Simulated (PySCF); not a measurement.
## Static response to an electric field

Compound: C4H8O2.
Structure used (GFN2-xTB), in Å, numbered top down from 1:
```
atom  x, y, z in Å
O1     1.4503   -0.4543   -0.9890
C2     1.3473   -0.4734    0.4093
C3    -0.0541   -0.1562    0.9325
C4    -0.6194    1.2253    0.5721
O5    -1.6481    0.6411   -0.2267
C6    -1.2215   -0.6887    0.0896
H7     1.0687    0.3663   -1.3232
H8     1.6297   -1.4864    0.7078
H9     2.0594    0.2351    0.8626
H10   -0.1047   -0.3965    1.9940
H11   -1.0301    1.7952    1.4104
H12    0.0362    1.8790   -0.0143
H13   -0.9264   -1.2446   -0.8043
H14   -1.9880   -1.2424    0.6371
```

Level: PBE0/def2-SVPD (PySCF), static field, nuclei fixed, core orbitals frozen in the response. The polarisability tensor in these axes (au):

```
x   56.57 -0.32  0.10
y   -0.32 55.60  1.05
z    0.10  1.05 51.87
```

Problem. What are the eigenvalues, a third of the trace, and Δα (Δα² = ½Σ(αi − αj)² over the three pairs)?

Solution. Principal values 51.59, 55.77 and 56.68 au; mean 54.68 au = 8.10 Å³ = 9.02 × 10⁻⁴⁰ C²·m²/J; Δα = 4.70 au (9 % of the mean).

Problem. What is the dipole moment, and where does it point?

Solution. (0.65, 0.33, 2.02) D, 2.15 D in size, pointing from the negative to the positive side. Measured along this direction, the outermost atoms are H13 at the negative end and H10 at the positive end.

Problem. Form Σ f/ω² (atomic units) for the 6 lowest TDDFT singlets, given as eV and f, and set it beside the mean polarisability, which is this sum over all singlets: 6.64, 0.0085; 6.94, 0.0097; 7.17, 0.0077; 7.39, 0.0015; 7.61, 0.0008; 7.71, 0.0224.

Solution. They add up to 0.71 au, 1.3 % of the 54.68 au; the largest single term is 0.28 au, from the state at 7.71 eV. Terms in order: 0.14, 0.15, 0.11, 0.02, 0.01, 0.28 au. Higher excitations give the rest. The strengths listed sum to 0.051.

Problem. In a dilute gas of rigid molecules at 500 K, how does the orientational term μ²/3kT compare with the electronic polarisability?

Solution. In Gaussian units μ²/3kT = 22.27 Å³ against 8.10 Å³, a ratio of 2.75; the Debye molar polarisation (4π/3)N_A(α + μ²/3kT) is 76.6 cm³/mol, leaving out the vibrational part.

Problem. Rayleigh depolarisation ratio (linearly polarised light, static tensor)?

Solution. ρ = 3Δα²/(45ᾱ² + 4Δα²) = 66.3/(134547 + 88.4) = 0.000492.

Problem. Refractivity n − 1 of an ideal gas of it at 350 K and 1 atm, from the electronic α?

Solution. N = p/kT = 2.0968 × 10¹⁹ cm⁻³, so n − 1 = 2π × N × 8.10 × 10⁻²⁴ cm³ = 1068 × 10⁻⁶ at long wavelengths.

Problem. Give the principal axes and the span of the nuclei along them.

Solution. Largest value along (0.94, -0.33, -0.05), where the nuclei span 3.74 Å; middle along (0.33, 0.91, 0.25), 3.36 Å; least along (-0.04, -0.26, 0.97), 3.44 Å. 

Geometry: GFN2-xTB, one conformer, isolated molecule.
